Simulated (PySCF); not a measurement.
**Solvent effects on NMR parameters**

Molfile (atoms numbered from 1):
```
C3H4FN
     RDKit          3D

  9  8  0  0  0  0  0  0  0  0999 V2000
   -1.7773   -0.1098   -0.2635 C   0  0  0  0  0  0  0  0  0  0  0  0
   -0.6222   -0.5975   -0.0604 N   0  0  0  0  0  0  0  0  0  0  0  0
    0.4490    0.2677    0.0660 C   0  0  0  0  0  0  0  0  0  0  0  0
    1.6977   -0.1681    0.2813 C   0  0  0  0  0  0  0  0  0  0  0  0
    2.0133   -1.4434    0.3917 F   0  0  0  0  0  0  0  0  0  0  0  0
   -2.6379   -0.7839   -0.3642 H   0  0  0  0  0  0  0  0  0  0  0  0
   -1.9735    0.9780   -0.3471 H   0  0  0  0  0  0  0  0  0  0  0  0
    0.3012    1.3570   -0.0090 H   0  0  0  0  0  0  0  0  0  0  0  0
    2.5547    0.5044    0.3818 H   0  0  0  0  0  0  0  0  0  0  0  0
  1  2  2  0
  2  3  1  0
  3  4  2  0
  4  5  1  0
  1  6  1  0
  1  7  1  0
  3  8  1  0
  4  9  1  0
M  END
```

GIAO PBE0/pcSseg-1 in PySCF 2.14.0 with density-fitted response routines on one PBE0-D3(BJ)/def2-SVP conformer, non-relativistic, equivalent nuclei averaged. Solvents enter as an IEF-PCM continuum (chloroform with ε = 4.7, acetonitrile with ε = 35.7) around the gas-phase geometry. Shifts are referred to TMS, CFCl3 computed in the same medium.

Gas phase, δ in ppm: C4 157.8, C1 154.2, C3 131.7, F5 -108.7, H7 7.29, H6 7.07, H9 6.47, H8 5.85. Dipole moment 2.65 D.

Task: How does each δ change in the continuum?

Result: 
```tsv
atoms	environment	Δδ, chloroform	Δδ, acetonitrile
C4	alkene CH	+1.0	+1.3
C1	C=N carbon	+5.5	+7.9
C3	alkene CH	+0.8	+1.1
F5	vinylic fluorine	-7.6	-10.6
H7	hydrogen on a C=N carbon	+0.19	+0.29
H6	hydrogen on a C=N carbon	+0.15	+0.21
H9	hydrogen on an alkene CH	+0.20	+0.28
H8	hydrogen on an alkene CH	+0.28	+0.41
```

Changes are relative to the gas phase. The dipole moment becomes 3.23 D in chloroform, 3.49 D in acetonitrile.

Task: Which nuclei move most (in ppm), and what does the model miss?

Result: F5 (vinylic fluorine, -10.6 ppm) in acetonitrile. A continuum only polarises the solute; specific hydrogen bonds, the anisotropy of aromatic solvents and changes of geometry or conformer are outside it.
